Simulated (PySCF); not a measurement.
# CClF2 (chlorodifluoromethyl radical): UBP86-D3(0)/ma-def2-TZVP (sfX2C, density fitting, IEF-PCM carbontetrachloride)

What is the vertical electron affinity of CClF2 (chlorodifluoromethyl radical) at UBP86-D3(0)/ma-def2-TZVP (sfX2C, density fitting, IEF-PCM carbontetrachloride)? The job is set up through a Python script.

The results are computed with PySCF 2.14.0.

1 further run of the same task is left out (it didn't finish).

## 1. The molecule

The species is CClF2 (4 atoms), meant as a doublet with charge 0. SMILES: `F[C](F)Cl`. The shape is that of a PBE0-D4/def2-TZVP optimisation.

Bond lengths: F1–C2 1.315 Å, C2–F3 1.315 Å, C2–Cl4 1.719 Å. Angles: F1–C2–F3 110.6°, F1–C2–Cl4 114.1°, F3–C2–Cl4 114.1°.

## 2. The energy at UBP86-D3(0)/ma-def2-TZVP (sfX2C, density fitting, IEF-PCM carbontetrachloride)

calc.py reads:

```python
from pyscf import gto, dft, solvent

mol = gto.M(
    atom=[
    ('F', (0.026200, 0.169300, 1.294600)),
    ('C', (-0.230600, -0.190200, 0.056400)),
    ('F', (0.573000, -1.160700, -0.318600)),
    ('Cl', (-0.313000, 1.121200, -1.052700)),
],
    basis='ma-def2-tzvp',
    verbose=4,
    spin=1,
    max_memory=1860,
)

mf = dft.UKS(mol, xc='bp86')
mf = mf.sfx2c1e()
mf = mf.density_fit()
mf = mf.PCM()
mf.with_solvent.method = 'IEF-PCM'
mf.with_solvent.eps = 2.228
mf.max_cycle = 100
mf.disp = 'd3zero'
mf.kernel()

etot = mf.e_tot
print('E(%s) = %.9f' % ('BP86', etot))
```

On the command line:

```bash
$ OMP_NUM_THREADS=1 python calc.py
```

The log of the run:

```text
PySCF version 2.14.0

[INPUT] num. atoms = 4
[INPUT] num. electrons = 41
[INPUT] charge = 0
[INPUT] spin (= nelec alpha-beta = 2S) = 1
[INPUT] symmetry False subgroup None
[INPUT] Mole.unit = angstrom
[INPUT] Symbol           X                Y                Z      unit          X                Y                Z       unit  Magmom
[INPUT]  1 F      0.026200000000   0.169300000000   1.294600000000 AA    0.049510824464   0.319930632889   2.446439440862 Bohr   0.0
[INPUT]  2 C     -0.230600000000  -0.190200000000   0.056400000000 AA   -0.435770844325  -0.359425908892   0.106580553425 Bohr   0.0
[INPUT]  3 F      0.573000000000  -1.160700000000  -0.318600000000 AA    1.082813069376  -2.193405112783  -0.602066743286 Bohr   0.0
[INPUT]  4 Cl    -0.313000000000   1.121200000000  -1.052700000000 AA   -0.591484276989   2.118760930862  -1.989314691330 Bohr   0.0

nuclear repulsion = 158.060087584407
number of shells = 54
number of NR pGTOs = 217
number of NR cGTOs = 146
basis = ma-def2-tzvp
ecp = {}

[... 34 lines left out ...]
WARN: PCM is an experimental feature. It is still in testing.
[... 26 lines left out ...]
Solvent Energy = -3.00188911945942e-05
[... 9 lines left out ...]
Solvent Energy = -0.00093664547785228
[... 11 lines left out ...]
Solvent Energy = -0.000330848863564054
[... 11 lines left out ...]
Solvent Energy = -0.000313676740991911
[... 11 lines left out ...]
Solvent Energy = -0.000308204977469001
[... 11 lines left out ...]
Solvent Energy = -0.000308265468793644
[... 11 lines left out ...]
Solvent Energy = -0.000308285141260057
[... 7 lines left out ...]
converged SCF energy = -699.522071995764  <S^2> = 0.75179781  2S+1 = 2.001797
E(BP86) = -699.522071996
```

Wall time 35 s (1 thread of Arm Neoverse V1, shared host); peak memory 0.51 GiB.

## 3. The singlet anion

run.py reads:

```python
from pyscf import gto, dft, solvent

mol = gto.Mole()
mol.atom = [
    ('F', (0.026200, 0.169300, 1.294600)),
    ('C', (-0.230600, -0.190200, 0.056400)),
    ('F', (0.573000, -1.160700, -0.318600)),
    ('Cl', (-0.313000, 1.121200, -1.052700)),
]
mol.charge = -1
mol.basis = 'ma-def2-tzvp'
mol.max_memory = 1860
mol.verbose = 4
mol.build()

calc0 = dft.RKS(mol)
calc0.xc = 'bp86'
calc0 = calc0.x2c()
calc0 = calc0.density_fit()
calc0 = calc0.PCM()
calc0.with_solvent.method = 'IEF-PCM'
calc0.with_solvent.eps = 2.228
calc0.disp = 'd3zero'
calc0.max_cycle = 100
calc0.kernel()
if not calc0.converged:
    calc0 = calc0.newton().run(calc0.mo_coeff, calc0.mo_occ)

e_tot = calc0.e_tot
print(f'total energy: {e_tot:.8f} hartree')
```

On the command line:

```bash
$ OMP_NUM_THREADS=1 python run.py
```

The log of the run:

```text
PySCF version 2.14.0

[INPUT] num. atoms = 4
[INPUT] num. electrons = 42
[INPUT] charge = -1
[INPUT] spin (= nelec alpha-beta = 2S) = 0
[INPUT] symmetry False subgroup None
[INPUT] Mole.unit = angstrom
[INPUT] Symbol           X                Y                Z      unit          X                Y                Z       unit  Magmom
[INPUT]  1 F      0.026200000000   0.169300000000   1.294600000000 AA    0.049510824464   0.319930632889   2.446439440862 Bohr   0.0
[INPUT]  2 C     -0.230600000000  -0.190200000000   0.056400000000 AA   -0.435770844325  -0.359425908892   0.106580553425 Bohr   0.0
[INPUT]  3 F      0.573000000000  -1.160700000000  -0.318600000000 AA    1.082813069376  -2.193405112783  -0.602066743286 Bohr   0.0
[INPUT]  4 Cl    -0.313000000000   1.121200000000  -1.052700000000 AA   -0.591484276989   2.118760930862  -1.989314691330 Bohr   0.0

nuclear repulsion = 158.060087584407
number of shells = 54
number of NR pGTOs = 217
number of NR cGTOs = 146
basis = ma-def2-tzvp
ecp = {}

[... 58 lines left out ...]
WARN: Even tempered Gaussians are generated as DF auxbasis for  C F Cl
[... 8 lines left out ...]
Solvent Energy = -0.0556879640408122
[... 7 lines left out ...]
Solvent Energy = -0.0560867403776874
[... 7 lines left out ...]
Solvent Energy = -0.050267773865994
[... 7 lines left out ...]
Solvent Energy = -0.0500954767259196
[... 7 lines left out ...]
Solvent Energy = -0.0501485107187896
[... 7 lines left out ...]
Solvent Energy = -0.050146045130194
[... 5 lines left out ...]
converged SCF energy = -699.592285598489
total energy: -699.59228560 hartree
```

Wall time 28 s (1 thread of Arm Neoverse V1, shared host); peak memory 0.5 GiB.

## 4. Outcome

At UBP86-D3(0)/ma-def2-TZVP (sfX2C, density fitting, IEF-PCM carbontetrachloride):

```
                                                            quantity          value
                                         doublet CClF2: total energy  -699.52207 Eh
                                        doublet CClF2: dipole moment         0.30 D
                   doublet CClF2: HOMO energy (highest over α and β)       -5.72 eV
                    doublet CClF2: LUMO energy (lowest over α and β)       -3.67 eV
                                    doublet CClF2: dispersion energy   -1.93 kJ/mol
                           doublet CClF2: solvent term in the energy    -0.8 kJ/mol
                                                 doublet CClF2: ⟨S²⟩          0.752
                                         singlet anion: total energy  -699.59229 Eh
                                          singlet anion: HOMO energy       -0.34 eV
                                          singlet anion: LUMO energy        1.65 eV
singlet anion: HOMO–LUMO gap (to an unbound level, set by the basis)        1.99 eV
                                    singlet anion: dispersion energy   -1.93 kJ/mol
                           singlet anion: solvent term in the energy  -131.7 kJ/mol
                   vertical electron affinity (to the singlet anion)       1.911 eV
```

What this shows: At fixed nuclei the extra electron is bound by 1.91 eV (44 kcal/mol). Mulliken charges (doublet CClF2) run from -0.11 on F1 to +0.24 on C2.
